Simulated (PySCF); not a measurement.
# C2H6O3S: electronic excitations and core binding energies

Wanted: the electronic excitations and core binding energies of C2H6O3S (`COS(C)(=O)=O`), by calculation.

The runs use PySCF 2.14.0, with density-fitted response routines of our own; the level of theory stands in each step. All values are computed, except where a source is named. Atoms count from 0, in the outputs and in this text.

## Step 1: The molecule as given

12 atoms, charge 0, multiplicity 1; geometry from: GFN2-xTB.

Bonds of the start (Å): C0–O1 1.41, O1–S2 1.62, S2–C3 1.79, S2–O4 1.43, S2–O5 1.43, C0–H6 1.09, C0–H7 1.09, C0–H8 1.09, C3–H9 1.08, C3–H10 1.08, C3–H11 1.08.

## Step 2: TDDFT and polarisability: B3LYP/def2-SVPD

What the job is given:

```
{"job": {"kind": "uv", "xc": "B3LYP", "basis": "def2-SVPD", "nstates": 8, "ntriplets": 3}, "charge": 0, "multiplicity": 1}
C      1.975009     0.061527     0.101676
O      0.651622     0.545062     0.229053
S     -0.446028    -0.508540    -0.330485
C     -1.906535     0.469771     0.022282
O     -0.413651    -1.687210     0.476841
O     -0.264807    -0.666092    -1.739106
H      2.082405    -0.869614     0.662435
H      2.635300     0.827141     0.504851
H      2.201046    -0.121777    -0.951081
H     -2.777181    -0.087986    -0.296336
H     -1.812352     1.393678    -0.529912
H     -1.923630     0.643356     1.088532
```

With the program's defaults for keys left out, this is: TDDFT B3LYP/def2-SVPD, vertical, gas phase, core orbitals frozen in the response.

**Question.** This job is followed by: delta-SCF UKS SCAN, pcX-2 on the ionised atom, pcseg-1 elsewhere, spin-free X2C. What will the session give for the following? lowest singlet (B3LYP/def2-SVPD); brightest single state of those computed; lowest triplet; C1s binding energies, SCAN/pcX-2; O1s binding energies, SCAN/pcX-2; S1s binding energies, SCAN/pcX-2; S2p binding energies, SCAN/pcX-2.

The runs gave:

| quantity | value |
| --- | --- |
| lowest singlet (B3LYP/def2-SVPD) | 7.42 eV (167 nm), f = 0.003 |
| brightest single state of those computed | state 5, 8.35 eV, f = 0.066 |
| lowest triplet | 7.24 eV |
| C1s binding energies, SCAN/pcX-2 | C0 292.86, C3 292.01 eV |
| O1s binding energies, SCAN/pcX-2 | O1 539.43, O4 537.97 eV |
| S1s binding energies, SCAN/pcX-2 | S2 2483.56 eV |
| S2p binding energies, SCAN/pcX-2 | S2 175.00 eV |

What this shows: The lowest singlet, at 7.42 eV, is HOMO→LUMO 0.97 and is weak; of the 8 states computed, the strongest absorption comes from state 5 at 8.35 eV. The lowest triplet lies 0.18 eV below the lowest singlet (triplets in Tamm-Dancoff, singlets in full TDDFT). States above −ε(HOMO) lie where TDDFT describes them poorly and they hang on the basis; the brightest is among them. The C1s levels kept as sound span 0.85 eV, from C3 (methyl carbon bonded to S) up to C0 (methyl carbon bonded to O). The O1s levels kept as sound span 1.45 eV, from O4 (S=O oxygen) up to O1 (oxygen bonded to C, S).
